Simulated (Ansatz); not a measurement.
**Structure relaxation of Ti**

The calculation used DFT r2SCAN, scalar-relativistic, plane waves, PAW (Ansatz). Cutoff 500 eV, Γ-centred k mesh, Gaussian smearing, no spin polarisation in the final step.

Ti was placed on the alpha-boron structure type (R-3m, No. 166), at a guessed volume.

```yaml
crystal:
  lattice:
    - [3.32607, 1.92031, 5.67229]
    - [-3.32607, 1.92031, 5.67229]
    - [0.00000, -3.84062, 5.67229]
  atoms:
    - { symbol: Ti, position: [0.01019, 0.65361, 0.01019] }
    - { symbol: Ti, position: [0.01019, 0.01019, 0.65361] }
    - { symbol: Ti, position: [0.65361, 0.01019, 0.01019] }
    - { symbol: Ti, position: [0.98981, 0.34639, 0.98981] }
    - { symbol: Ti, position: [0.34639, 0.98981, 0.98981] }
    - { symbol: Ti, position: [0.98981, 0.98981, 0.34639] }
    - { symbol: Ti, position: [0.22118, 0.63060, 0.22118] }
    - { symbol: Ti, position: [0.22118, 0.22118, 0.63060] }
    - { symbol: Ti, position: [0.63060, 0.22118, 0.22118] }
    - { symbol: Ti, position: [0.77882, 0.36940, 0.77882] }
    - { symbol: Ti, position: [0.36940, 0.77882, 0.77882] }
    - { symbol: Ti, position: [0.77882, 0.77882, 0.36940] }
```

Cell and atoms relax at zero pressure; the relaxation can't lower the symmetry of the start. After a coarse first stage the cell is made exact in the group found at 0.06 Å.

Energies count from the standard state of Ti at the same level.

(1) Which crystal results?

(2) What are its volume, energy, density and gap?

Answers

(1) It keeps R-3m (No. 166), but not the shape of the type it started on. Conventional cell: a = 5.370 Å, c = 29.182 Å. Ti on Wyckoff site h (6 atoms of the primitive cell) is coordinated by 7 Ti at 2.67–2.77 Å; around Ti on Wyckoff site h (6 atoms of the primitive cell) lie 8 Ti at 2.66–2.90 Å.

```cif
data_structure
_symmetry_space_group_name_H-M 'R-3m:H'
_symmetry_Int_Tables_number 166
_cell_length_a 5.3704
_cell_length_b 5.3704
_cell_length_c 29.1818
_cell_angle_alpha 90.000
_cell_angle_beta 90.000
_cell_angle_gamma 120.000
_cell_volume 728.88
loop_
_atom_site_label
_atom_site_type_symbol
_atom_site_symmetry_multiplicity
_atom_site_Wyckoff_symbol
_atom_site_fract_x
_atom_site_fract_y
_atom_site_fract_z
_atom_site_occupancy
Ti1 Ti 18 h 0.16733 0.83267 0.87988 1
Ti2 Ti 18 h 0.50169 0.49831 0.70845 1
```

(2) The volume per atom is 20.25 Å³ and the density is 3.93 g/cm³. The energy over the standard structure is 0.96 eV/atom. The gap on the 9×9×9 mesh is 0 eV (a metal).

The final run used a 9×9×9 mesh on its 12-atom cell and 0.10 eV smearing. The k mesh leaves about 4 meV/atom of noise in metals. A structure relaxed within its symmetry needn't be a true minimum.